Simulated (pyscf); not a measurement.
Structures and frequencies: ωB97X-D3(BJ)/def2-SVP in PySCF.

Task: HCl + Cl–C•(Cl)–Cl -> Cl–C(Cl)(Cl)–Cl + H•
Surface: doublet. Broken: Cl–H. Formed: C–Cl. Give ΔE‡ and ΔE from ωB97M-D3(BJ)/def2-TZVP, relative to the separated reactants.

Result: ΔE‡ = 189.6 kJ/mol, ΔE = +157.2 kJ/mol. Zero-point energy shifts the barrier by -10.3 kJ/mol. It is an atom transfer, with an imaginary mode of 1142i cm⁻¹. The same reactants have a lower exit, to Cl–CH(Cl)–Cl + Cl• (barrier +39.4 kJ/mol at ωB97M-D3(BJ), against +189.6 kJ/mol here). This is the saddle that the search found; another between the same sides may lie lower. The angle at the transferred Cl is 180°.
